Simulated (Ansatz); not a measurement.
System: NH (charge 0, triplet). SMILES: [NH]
Geometry: optimised at B3LYP-D3(BJ)/def2-TZVP (Ansatz, a quantum-chemistry and plane-wave program).

Quantity: enthalpy of formation at 298 K, in kcal/mol. Conventions: UHF or UKS for open shells; 6-31G* and kin with 6d, 5d where marked; frozen cores in correlated levels; 6-311+G** with 5d; no spin-orbit coupling; non-relativistic; LANL2DZ all-electron up to Ne. CBS marks a two-point X^-3 extrapolation of the correlation energy; Hartree-Fock from the larger set (for Q and 5 zeta extrapolated as (X+1)exp(-9√X)). First-principles rows: single points at B3LYP-D3(BJ) geometries (Ansatz), with unscaled harmonic terms from B3LYP/6-31G* at its own minima, enthalpies of formation by atomisation with measured atoms.

Measured values: G2/97 table in ASE (Curtiss et al.); they hold spin-orbit and core effects, anharmonicity. 

Value to compare with, the measured value: 85.2 kcal/mol.

```
level                         program  enthalpy of formation at 298 K (kcal/mol)  error
----------------------------  -------  -----------------------------------------  -----
B3LYP/STO-3G                   Ansatz                                       81.1   -4.1
B3LYP/3-21G                    Ansatz                                       92.5    7.3
B3LYP/LANL2DZ                  Ansatz                                       90.6    5.4
B3LYP/6-31G                    Ansatz                                       91.3    6.1
B3LYP/6-31G*                   Ansatz                                       84.3   -0.9
B3LYP/6-31+G*                  Ansatz                                       83.4   -1.8
B3LYP/6-31G**                  Ansatz                                       82.5   -2.7
B3LYP/def2-SVP                 Ansatz                                       83.7   -1.5
B3LYP/cc-pVDZ                  Ansatz                                       85.5    0.3
B3LYP/6-311+G**                Ansatz                                       82.1   -3.1
B3LYP/def2-TZVPD               Ansatz                                       81.2   -4.0
CCSD(T)/CBS(cc-pVQZ,cc-pV5Z)   Ansatz                                       85.9    0.7
```

Among the 10 habitual levels, B3LYP/3-21G lies farthest from the measured value (7.3 kcal/mol) and B3LYP/cc-pVDZ nearest (0.3); 4 of 10 lie above it, and their mean absolute error is 3.3 kcal/mol, the median 2.9. One case shows no general order.

The sets are all those run for this method; runs whose electronic state is in doubt are left out.
